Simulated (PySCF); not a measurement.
**Name the molecule from its bond curve**

A diatomic of charge 0 contains Li. Its singlet curve at r²SCAN in a triple-zeta basis (no relativity, PySCF), in eV from the separated fragments:

```
R (Å)  E (eV)
2.510  -0.515
2.626  -0.594
2.743  -0.644
2.830  -0.664
2.918  -0.672
3.006  -0.671
3.122  -0.656
3.268  -0.621
3.443  -0.563
3.677  -0.466
```

The fit gives ωe = 250 cm⁻¹ and the rotational constant Bₑ = 0.3610 cm⁻¹.

**Question.** Which atom is the partner?

**Answer.** The minimum lies at 2.947 Å, so the reduced mass is 16.8576 u Å² cm⁻¹/(Bₑ·Re²) = 5.377 u. With Li at 7.02 u the partner weighs about 23.0 u: Na. The molecule is NaLi.

Closed-shell solutions of metal pairs were not tested for spin polarisation, which can lower them a little.
